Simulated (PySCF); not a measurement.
Molecule: SMILES CCCCCO, C$_{5}$H$_{12}$O.

Geometry (Å), atoms numbered from 1 in this order:
```xyz
18

C     2.744    0.203    0.437
C     1.418    0.639   -0.167
C     0.253   -0.263    0.215
C    -1.075    0.160   -0.390
C    -2.239   -0.733    0.004
O    -3.445   -0.375   -0.614
H     3.014   -0.815    0.115
H     2.698    0.198    1.538
H     3.565    0.874    0.143
H     1.190    1.674    0.144
H     1.503    0.671   -1.268
H     0.164   -0.294    1.317
H     0.481   -1.300   -0.093
H    -1.009    0.175   -1.492
H    -1.303    1.200   -0.086
H    -2.029   -1.771   -0.305
H    -2.333   -0.754    1.110
H    -3.654    0.527   -0.352
```

Geometry PBE0-D3(BJ)/def2-SVP throughout; GIAO in PySCF, gas phase, one conformer, non-relativistic; equivalent atoms averaged; basis pcSseg-1.

For orientation, WP04 gives these shifts δ (against TMS, H2O at the same level): C5 68.2, C3 31.5, C1 18.2, O6 39.5, H16/H17 3.34, H14/H15 1.25, H10/H11 1.15, H12/H13 0.88, H18 -0.09 ppm.

A run gave: C5 59.3, C3 27.2, C1 16.5, O6 23.7, H16/H17 3.23, H14/H15 1.21, H10/H11 1.08, H12/H13 0.73, H18 0.16 ppm (shifts δ (against TMS, H2O at the same level)).

Task: Which functional was used in that run?
A. HF
B. B3LYP
C. KT2
D. BHandHLYP

Result: A. C5 tells them apart best: HF gives 59.3, B3LYP gives 69.0, BHandHLYP gives 65.1, KT2 gives 68.6 ppm.
